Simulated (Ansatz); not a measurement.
Reaction (SMILES): CO (CH3-OH) + [H][H] (H2) → C (CH4) + O (H2O)
B3LYP-D3(BJ)/def2-TZVP geometries, fixed; electronic energies without zero-point terms.

The energy of full hydrogenation at CCSD(T) with Ansatz (an electronic-structure program), in kcal/mol, split into its Hartree-Fock and correlation parts. Cores are frozen. No added dispersion term, no relativity. Functions are those of the species that has most.

```tsv
basis	X	functions	Hartree-Fock	CCSD(T)
cc-pVDZ	2	48	-29.71	-27.91
cc-pVTZ	3	116	-30.17	-29.59
cc-pVQZ	4	230	-30.47	-30.07
```

Worked estimate of the basis-set limit from each neighbouring pair, with Hartree-Fock from the larger set and the correlation part extrapolated as X^-3.
Correlation parts: X = 2: 1.80, X = 3: 0.58, X = 4: 0.40.
- (2,3): (27·(0.58) - 8·(1.80))/19 = 0.07; with Hartree-Fock -30.17 the estimate is -30.10 kcal/mol.
- (3,4): (64·(0.40) - 27·(0.58))/37 = 0.27; with Hartree-Fock -30.47 the estimate is -30.20 kcal/mol.
The last two estimates differ by 0.10 kcal/mol; the largest set lies 0.13 from the last. Over the last step Hartree-Fock moves by -0.30 and the correlation part by -0.18.
